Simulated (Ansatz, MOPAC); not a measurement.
**Wurtzite CdS, elastic constant C13**

Reference value: 46.2 GPa (measured, temperature not stated, not corrected to a static lattice; as tabulated in Oses et al. (2018), arXiv:1811.08464).

Problem. Put these levels in order of the elastic constant C13 that they give for wurtzite CdS, smallest first: Hartree–Fock (Ansatz, a first-principles code), LDA (Ansatz), PM7 semi-empirical Hartree-Fock (MOPAC).

Solution. Hartree–Fock (37.5 GPa), LDA (50.6 GPa), PM7 semi-empirical Hartree-Fock (MOPAC) (97.5 GPa)

Unless a cell is named, each level is at its own relaxed cell (PM7 semi-empirical Hartree-Fock (MOPAC) 25.81, LDA 23.85, Hartree–Fock 27.52 Å³/atom).

Differences against the reference: PM7 semi-empirical Hartree-Fock (MOPAC) +111 %, LDA +9.5 %, Hartree–Fock -18.8 %.

The measured value isn't corrected to a static lattice, so vibrations enter the comparison.  PM7 semi-empirical Hartree-Fock (MOPAC): the method was fitted mainly to molecules. PM7 semi-empirical Hartree-Fock (MOPAC): the run uses a supercell at the zone centre in place of a k mesh. Each level is taken at its own relaxed cell. K meshes differ between the levels. Ansatz's density-functional and Hartree–Fock values are scalar-relativistic unless marked +SOC, with PAW data made under PBE.

Differences are worked out from the printed values.
